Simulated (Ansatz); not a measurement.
Lattice constant a (Å) of 24 elemental metals, computed with r²SCAN in Ansatz (plane waves, PAW) and with HSE06 (PAW; Ansatz, a first-principles code). The set holds measured phases with no doubt noted on the run or the magnetic state but for the caveats below. 19 more of the class have both values but aren't in it, for one of these reasons: built or high-temperature cells, doubts on the run or the magnetic state, unlike cells, values of zero, layered or molecular crystals, cells that aren't cubic. Solids without a value at one level (not run, failed, or a magnetic order lost), or held back for tests, aren't counted.

All rows, in order of the shift (worked out from unrounded values):

```json
[
 {"solid": "bcc V", "r²SCAN": "2.982", "HSE06": "2.962", "shift (%)": "-0.67"},
 {"solid": "fcc Rh", "r²SCAN": "3.800", "HSE06": "3.779", "shift (%)": "-0.55"},
 {"solid": "fcc Ir", "r²SCAN": "3.844", "HSE06": "3.825", "shift (%)": "-0.51"},
 {"solid": "bcc Mo", "r²SCAN": "3.151", "HSE06": "3.136", "shift (%)": "-0.46"},
 {"solid": "bcc Cs", "r²SCAN": "6.273", "HSE06": "6.247", "shift (%)": "-0.42"},
 {"solid": "bcc Li", "r²SCAN": "3.477", "HSE06": "3.463", "shift (%)": "-0.41"},
 {"solid": "fcc Pt", "r²SCAN": "3.940", "HSE06": "3.926", "shift (%)": "-0.37"},
 {"solid": "bcc Rb", "r²SCAN": "5.747", "HSE06": "5.728", "shift (%)": "-0.33"},
 {"solid": "bcc K", "r²SCAN": "5.348", "HSE06": "5.331", "shift (%)": "-0.32"},
 {"solid": "bcc Nb", "r²SCAN": "3.303", "HSE06": "3.296", "shift (%)": "-0.22"},
 {"solid": "bcc W", "r²SCAN": "3.169", "HSE06": "3.163", "shift (%)": "-0.18"},
 {"solid": "fcc Pd", "r²SCAN": "3.908", "HSE06": "3.909", "shift (%)": "+0.02"},
 {"solid": "bcc Ta", "r²SCAN": "3.305", "HSE06": "3.306", "shift (%)": "+0.04"},
 {"solid": "fcc Au", "r²SCAN": "4.125", "HSE06": "4.126", "shift (%)": "+0.04"},
 {"solid": "bcc Na", "r²SCAN": "4.223", "HSE06": "4.225", "shift (%)": "+0.05"},
 {"solid": "fcc Pb", "r²SCAN": "4.994", "HSE06": "4.998", "shift (%)": "+0.09"},
 {"solid": "fcc Sr", "r²SCAN": "6.101", "HSE06": "6.119", "shift (%)": "+0.29"},
 {"solid": "fcc Ca", "r²SCAN": "5.568", "HSE06": "5.591", "shift (%)": "+0.41"},
 {"solid": "fcc Al", "r²SCAN": "3.992", "HSE06": "4.019", "shift (%)": "+0.68"},
 {"solid": "fcc Ag", "r²SCAN": "4.104", "HSE06": "4.140", "shift (%)": "+0.88"},
 {"solid": "fcc Ni", "r²SCAN": "3.478", "HSE06": "3.511", "shift (%)": "+0.95"},
 {"solid": "bcc Ba", "r²SCAN": "5.070", "HSE06": "5.123", "shift (%)": "+1.04"},
 {"solid": "fcc Cu", "r²SCAN": "3.577", "HSE06": "3.633", "shift (%)": "+1.57"},
 {"solid": "bcc Fe", "r²SCAN": "2.866", "HSE06": "2.912", "shift (%)": "+1.59"}
]
```

The shift from r²SCAN to HSE06 has a median of +0.03 %, and eight in ten lie between -0.50 % and +1.01 %; HSE06 is the larger in 13 of 24.

Ansatz's runs of these crystals have no spin polarisation, but for bcc Fe, fcc Ni. Meta-GGA and hybrid levels favour moments, which can bear on fcc Pd, bcc Fe, bcc V, fcc Pt, fcc Rh, fcc Ni.

Density-functional runs with spin start from parallel moments for bcc Fe, parallel moments for fcc Ni.

Spin–orbit coupling is left out, also for the solids with elements from indium on (bcc Ta, fcc Pt, bcc Ba, bcc W, fcc Ir, bcc Cs, fcc Pb, fcc Au); its size isn't shown.

Ansatz's density-functional and Hartree–Fock values are scalar-relativistic unless marked +SOC, with PAW data made under PBE.
